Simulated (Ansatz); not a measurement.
**Isomers**

Structures of CH5MgO (charge +1), closed shell, relaxed at PBE0-D4/def2-TZVP (vibrations not checked; lower isomers may exist, and structures with a doubtful reference or unclear bonds are left out). Program: Ansatz 0.2.0. Basis: def2-TZVPP. Cores are frozen in the correlated methods. The outer core shell of Li, Na, Mg and K is correlated. The def2 sets are not built for correlating such inner shells, so the correlated values are less sure here. B3LYP uses VWN-RPA correlation.

Task: Rank them by CCSD(T) energy, lowest first, and give each one's height above the lowest. Links in brackets join atoms within 1.22 times the sum of their covalent radii (1.1 for two metals). (Judge from chemistry; the value comes from the calculation.)
A.
CH₅MgO ([CH3][Mg][OH2]), total charge +1
```
8
angstrom
C -1.0885 1.2594 -0.6396
Mg 0.1594 -0.1859 0.0954
O 1.3884 -1.6061 0.8157
H -2.0099 0.8019 -1.0040
H -0.6008 1.7860 -1.4617
H -1.3321 1.9735 0.1489
H 1.3817 -2.5460 0.5887
H 2.1017 -1.4828 1.4568
```
B.
CH₅MgO ([CH3][OH][MgH]), total charge +1
```
8
angstrom
C -0.7533 0.8001 -0.3274
O 0.5528 0.2672 0.0582
Mg 0.9718 -1.5988 0.5432
H -0.6910 1.1965 -1.3389
H -1.4619 -0.0256 -0.2962
H -1.0483 1.5681 0.3848
H 1.1994 0.9832 0.0398
H 1.2305 -3.1907 0.9365
```
C.
CH₅MgO ([OH2][CH2][MgH]), total charge +1
```
8
angstrom
O -0.6563 0.9683 -0.6483
C 0.4830 0.2645 0.1171
Mg 0.0085 -1.6958 0.9600
H -0.9488 0.4812 -1.4339
H -0.4518 1.8842 -0.9051
H 0.6528 0.9756 0.9286
H 1.3413 0.3249 -0.5558
H -0.4288 -3.2030 1.5373
```

Result: By the calculation: A (0.0 kJ/mol), B (81.1 kJ/mol), C (299.8 kJ/mol). Heights count from the lowest.

Task: Do PBE-D4, r2SCAN-D4, PBE0-D4, B3LYP-D4, wB97M-V, HF, MP2 give the same order? (Judge from chemistry; the calculation decides.)

Result: The calculation gives: All do.

T1 diagnostic: at most 0.010.

For scale, one of the runs: CCSD(T)/def2-TZVPP, 164 basis functions, launched by `ansatz run in.yaml --threads 2 --pin off --events-out ev --progress --plain --max-ram 4352MiB`. Hardware: 2 CPU threads of an Arm Neoverse V1, shared host. Wall time 34 s; peak host memory 1.4 GiB.
